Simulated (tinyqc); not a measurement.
MP2 on RHF in the sto-6g basis, frozen core, for BH3, spin multiplicity 1, step by step (part 2 of 2). Computed by tinyqc, a small Python program that keeps every step (integrals from PySCF). Command: `OMP_NUM_THREADS=1 python tinyqc.py 21044 21045 out.jsonl` (the two numbers bound the seeds that draw the settings). One thread of a shared host (Intel(R) Xeon(R) Processor @ 2.60GHz), about 0.3 s of CPU time with the checks.

Geometry (angstrom):

| atom | x | y | z |
|---|---|---|---|
| B | 0.000000 | 0.000000 | 0.028000 |
| H | 1.136000 | 0.000000 | 0.000000 |
| H | -0.568000 | 0.984000 | 0.000000 |
| H | -0.568000 | -0.984000 | 0.000000 |

## Integrals over molecular orbitals

coefficients C:
```
              MO1        MO2        MO3        MO4        MO5        MO6        MO7        MO8
1B 1s    0.994118  -0.222112   0.000031   0.000000  -0.008887  -0.245292   0.000000  -0.000829
1B 2s    0.025610   0.532069  -0.000122   0.000000   0.042900   1.575138   0.000000   0.005522
1B 2px   0.000002   0.000082   0.511759   0.000000   0.000001  -0.004042   0.000000   1.232522
1B 2py   0.000000   0.000000   0.000000   0.511749   0.000000   0.000000   1.232516   0.000000
1B 2pz  -0.000125  -0.004899  -0.000001   0.000000   0.999158  -0.051277   0.000000  -0.000177
2H 1s   -0.004602   0.283920   0.510652   0.000000  -0.012835  -0.780305   0.000000  -1.050646
3H 1s   -0.004601   0.283803  -0.255403   0.442272  -0.012839  -0.785481  -0.907460   0.521213
4H 1s   -0.004601   0.283803  -0.255403  -0.442272  -0.012839  -0.785481   0.907460   0.521213
```

core Hamiltonian H = T + V (hartree), lower triangle:
```
             1B 1s      1B 2s     1B 2px     1B 2py     1B 2pz      2H 1s      3H 1s      4H 1s
1B 1s   -13.841390
1B 2s    -3.448090  -4.711728
1B 2px   -0.000010  -0.000058  -4.026272
1B 2py    0.000000   0.000000   0.000000  -4.026280
1B 2pz    0.001583   0.012687   0.000002   0.000000  -3.830606
2H 1s    -1.022163  -2.187057  -1.919203   0.000000   0.050135  -3.295523
3H 1s    -1.021774  -2.186562   0.959298  -1.661912   0.050121  -0.567393  -3.295172
4H 1s    -1.021774  -2.186562   0.959298   1.661912   0.050121  -0.567393  -0.567128  -3.295172
```

Given earlier and not repeated: Two-electron integrals (ij|kl) in chemists' order.

(pq|rs) = sum C_ip C_jq C_kr C_ls (ij|kl), one index at a time.

one-electron integrals over orbitals h = C^T H C (hartree), lower triangle:
```
            1          2          3          4          5          6          7          8
1  -13.828400
2    0.305354  -3.867944
3   -0.000048  -0.000061  -3.626338
4    0.000000   0.000000   0.000000  -3.626242
5    0.014195  -0.005572   0.000004   0.000000  -3.829757
6    0.323922  -0.610658   0.002215   0.000000   0.022642  -3.003323
7    0.000000   0.000000   0.000000  -0.618047   0.000000   0.000000  -3.174181
8    0.001091  -0.002162  -0.617947   0.000000   0.000074   0.000597   0.000000  -3.174159
```

Two-electron integrals over orbitals (pq|rs), unique and non-zero (hartree); the lowest 1 orbital is frozen and left out:
```
(22|22) 0.449519    (32|22) 0.000051    (32|32) 0.123148    (33|22) 0.447795
(33|32) 0.062916    (33|33) 0.501973    (42|42) 0.123112    (43|42) -0.062952
(43|43) 0.048885    (44|22) 0.447743    (44|32) -0.062937   (44|33) 0.404299
(44|44) 0.501995    (52|22) -0.001412   (52|33) -0.000812   (52|44) -0.000812
(52|52) 0.069516    (53|22) -3.21e-07   (53|32) -0.000846   (53|33) -0.000882
(53|44) 0.000882    (53|52) -0.000007   (53|53) 0.018663    (54|42) -0.000846
(54|43) 0.000883    (54|54) 0.018662    (55|22) 0.466845    (55|32) 4.45e-06
(55|33) 0.442512    (55|44) 0.442498    (55|52) 0.006669    (55|53) -1.76e-06
(55|55) 0.587264    (62|22) 0.040420    (62|32) 0.000007    (62|33) 0.021864
(62|44) 0.021695    (62|52) -0.000528   (62|53) -0.000006   (62|55) 0.105010
(62|62) 0.069874    (63|22) -0.000173   (63|32) -0.042039   (63|33) -0.039362
(63|44) 0.039161    (63|52) -0.000010   (63|53) 0.001046    (63|55) -0.000339
(63|62) -0.000382   (63|63) 0.057132    (64|42) -0.042395   (64|43) 0.039437
(64|54) 0.001052    (64|64) 0.057534    (65|22) -0.002934   (65|32) -0.000013
(65|33) -0.001369   (65|44) -0.001356   (65|52) 0.066613    (65|53) -0.000066
(65|55) 0.001146    (65|62) -0.004310   (65|63) 0.000008    (65|65) 0.070732
(66|22) 0.449077    (66|32) -0.000732   (66|33) 0.448707    (66|44) 0.449467
(66|52) -0.005190   (66|53) 0.000008    (66|55) 0.470558    (66|62) 0.029620
(66|63) 0.000199    (66|65) -0.006567   (66|66) 0.469390    (72|42) -0.004901
(72|43) 0.026090    (72|54) 0.001676    (72|64) 0.045632    (72|72) 0.048864
(73|42) 0.053732    (73|43) -0.023688   (73|54) -0.000792   (73|64) -0.029680
(73|72) -0.009243   (73|73) 0.037732    (74|22) 0.044215    (74|32) 0.053734
(74|33) 0.053415    (74|44) 0.006077    (74|52) 0.002915    (74|53) -0.000792
(74|55) 0.093721    (74|62) 0.066116    (74|63) -0.029685   (74|65) -0.000681
(74|66) 0.028040    (74|74) 0.104358    (75|42) 0.003927    (75|43) -0.001811
(75|54) 0.016231    (75|64) -0.001326   (75|72) 0.000547    (75|73) 0.001705
(75|75) 0.019885    (76|42) 0.109660    (76|43) -0.057029   (76|54) -0.001120
(76|64) -0.045191   (76|72) -0.010873   (76|73) 0.054468    (76|75) 0.003496
(76|76) 0.111561    (77|22) 0.465398    (77|32) -0.027602   (77|33) 0.434361
(77|44) 0.498931    (77|52) 0.000955    (77|53) 0.001054    (77|55) 0.481407
(77|62) 0.043445    (77|63) 0.036549    (77|65) -0.000580   (77|66) 0.476273
(77|74) 0.040695    (77|77) 0.536757    (82|22) 0.000142    (82|32) -0.004931
(82|33) -0.026021   (82|44) 0.026178    (82|52) -9.59e-07   (82|53) 0.001677
(82|55) 0.000369    (82|62) 0.000088    (82|63) 0.045578    (82|65) -0.000016
(82|66) 0.000178    (82|74) -0.009016   (82|77) 0.032086    (82|82) 0.048870
(83|22) 0.044166    (83|32) -0.053887   (83|33) 0.005956    (83|44) 0.053547
(83|52) 0.002915    (83|53) 0.000794    (83|55) 0.093708    (83|62) 0.066061
(83|63) 0.029379    (83|65) -0.000669   (83|66) 0.028765    (83|74) 0.033482
(83|77) 0.063059    (83|82) 0.009626    (83|83) 0.104556    (84|42) 0.053591
(84|43) -0.023553   (84|54) -0.000788   (84|64) -0.029494   (84|72) -0.009082
(84|73) 0.032952    (84|75) 0.001701    (84|76) 0.054316    (84|84) 0.037530
(85|22) -0.000008   (85|32) 0.003927    (85|33) 0.001804    (85|44) -0.001814
(85|52) 0.000230    (85|53) 0.016230    (85|55) 4.46e-06    (85|62) -0.000016
(85|63) -0.001314   (85|65) 0.000174    (85|66) -0.000046   (85|74) 0.001703
(85|77) -0.000510   (85|82) 0.000546    (85|83) -0.001712   (85|85) 0.019885
(86|22) -0.000008   (86|32) 0.109486    (86|33) 0.056704    (86|44) -0.056840
(86|52) -0.000021   (86|53) -0.001112   (86|55) -0.000025   (86|62) -0.000016
(86|63) -0.044568   (86|65) -0.000032   (86|66) -0.000764   (86|74) 0.054310
(86|77) -0.028723   (86|82) -0.010677   (86|83) -0.054621   (86|85) 0.003492
(86|86) 0.111163    (87|42) -0.027230   (87|43) 0.032107    (87|54) 0.001051
(87|64) 0.036658    (87|72) 0.031891    (87|73) -0.010949   (87|75) -0.000497
(87|76) -0.028500   (87|84) -0.010820   (87|87) 0.034143    (88|22) 0.465417
(88|32) 0.028357    (88|33) 0.499318    (88|44) 0.433958    (88|52) 0.000955
(88|53) -0.001063   (88|55) 0.481410    (88|62) 0.043650    (88|63) -0.037225
(88|65) -0.000584   (88|66) 0.475879    (88|74) 0.063320    (88|77) 0.467890
(88|82) -0.031854   (88|83) 0.040196    (88|85) 0.000530    (88|86) 0.029314
(88|88) 0.537154
```

## Second-order Moller-Plesset energy

orbital energies (hartree): MO1 -7.522593, MO2 -0.686240, MO3 -0.481946, MO4 -0.481944, MO5 0.230738, MO6 0.754625, MO7 0.792806, MO8 0.792826

Hartree-Fock energy = -26.33033264 hartree

E2 = sum_ijab (ia|jb) [2 (ia|jb) - (ib|ja)] / (e_i + e_j - e_a - e_b) over occupied i, j and virtual a, b; the opposite-spin part is (ia|jb)^2 / denominator, the rest is same-spin, and SCS-MP2 scales them by 6/5 and 1/3.

Terms (the 40 largest of 74):

| i | j | a | b | (ia\|jb) | (ib\|ja) | denominator | term |
|---|---|---|---|---|---|---|---|
| 3 | 3 | 8 | 8 | 0.104556 | 0.104556 | -2.549544 | -0.004288 |
| 4 | 4 | 7 | 7 | 0.104358 | 0.104358 | -2.549500 | -0.004272 |
| 2 | 2 | 5 | 5 | 0.069516 | 0.069516 | -1.833957 | -0.002635 |
| 4 | 2 | 7 | 6 | 0.066116 | 0.045632 | -2.715615 | -0.002108 |
| 2 | 4 | 6 | 7 | 0.066116 | 0.045632 | -2.715615 | -0.002108 |
| 3 | 2 | 8 | 6 | 0.066061 | 0.045578 | -2.715637 | -0.002105 |
| 2 | 3 | 6 | 8 | 0.066061 | 0.045578 | -2.715637 | -0.002105 |
| 2 | 2 | 6 | 6 | 0.069874 | 0.069874 | -2.881731 | -0.001694 |
| 4 | 4 | 6 | 6 | 0.057534 | 0.057534 | -2.473139 | -0.001338 |
| 3 | 3 | 6 | 6 | 0.057132 | 0.057132 | -2.473143 | -0.001320 |
| 2 | 2 | 8 | 8 | 0.048870 | 0.048870 | -2.958132 | -0.000807 |
| 2 | 2 | 7 | 7 | 0.048864 | 0.048864 | -2.958092 | -0.000807 |
| 3 | 3 | 7 | 7 | 0.037732 | 0.037732 | -2.549503 | -0.000558 |
| 4 | 4 | 8 | 8 | 0.037530 | 0.037530 | -2.549540 | -0.000552 |
| 4 | 3 | 7 | 8 | 0.033482 | 0.032952 | -2.549522 | -0.000447 |
| 3 | 4 | 8 | 7 | 0.033482 | 0.032952 | -2.549522 | -0.000447 |
| 2 | 4 | 7 | 6 | 0.045632 | 0.066116 | -2.715615 | -0.000423 |
| 4 | 2 | 6 | 7 | 0.045632 | 0.066116 | -2.715615 | -0.000423 |
| 2 | 3 | 8 | 6 | 0.045578 | 0.066061 | -2.715637 | -0.000421 |
| 3 | 2 | 6 | 8 | 0.045578 | 0.066061 | -2.715637 | -0.000421 |
| 3 | 4 | 7 | 8 | 0.032952 | 0.033482 | -2.549522 | -0.000419 |
| 4 | 3 | 8 | 7 | 0.032952 | 0.033482 | -2.549522 | -0.000419 |
| 3 | 4 | 6 | 7 | -0.029685 | -0.029680 | -2.511321 | -0.000351 |
| 4 | 3 | 7 | 6 | -0.029685 | -0.029680 | -2.511321 | -0.000351 |
| 3 | 4 | 7 | 6 | -0.029680 | -0.029685 | -2.511321 | -0.000351 |
| 4 | 3 | 6 | 7 | -0.029680 | -0.029685 | -2.511321 | -0.000351 |
| 4 | 4 | 6 | 8 | -0.029494 | -0.029494 | -2.511339 | -0.000346 |
| 4 | 4 | 8 | 6 | -0.029494 | -0.029494 | -2.511339 | -0.000346 |
| 3 | 3 | 6 | 8 | 0.029379 | 0.029379 | -2.511343 | -0.000344 |
| 3 | 3 | 8 | 6 | 0.029379 | 0.029379 | -2.511343 | -0.000344 |
| 3 | 3 | 5 | 5 | 0.018663 | 0.018663 | -1.425368 | -0.000244 |
| 4 | 4 | 5 | 5 | 0.018662 | 0.018662 | -1.425365 | -0.000244 |
| 2 | 3 | 8 | 8 | 0.009626 | 0.009626 | -2.753838 | -0.000034 |
| 3 | 2 | 8 | 8 | 0.009626 | 0.009626 | -2.753838 | -0.000034 |
| 3 | 2 | 7 | 7 | -0.009243 | -0.009243 | -2.753798 | -0.000031 |
| 2 | 3 | 7 | 7 | -0.009243 | -0.009243 | -2.753798 | -0.000031 |
| 2 | 4 | 7 | 8 | -0.009082 | -0.009016 | -2.753816 | -0.000030 |
| 4 | 2 | 8 | 7 | -0.009082 | -0.009016 | -2.753816 | -0.000030 |
| 4 | 2 | 7 | 8 | -0.009016 | -0.009082 | -2.753816 | -0.000029 |
| 2 | 4 | 8 | 7 | -0.009016 | -0.009082 | -2.753816 | -0.000029 |

Pair energies (hartree; pair i-j sums ij and ji):

| pair | opposite spin | same spin |
|---|---|---|
| 2-2 | -0.005944 | 0 |
| 3-2 | -0.004884 | -0.000310 |
| 3-3 | -0.007100 | 0 |
| 4-2 | -0.004882 | -0.000310 |
| 4-3 | -0.003136 | -2.21e-07 |
| 4-4 | -0.007101 | 0 |

MP2 correlation energy = -0.03366773 hartree

SCS-MP2 correlation energy = -0.03986304 hartree

MP2 total energy = -26.36400037 hartree
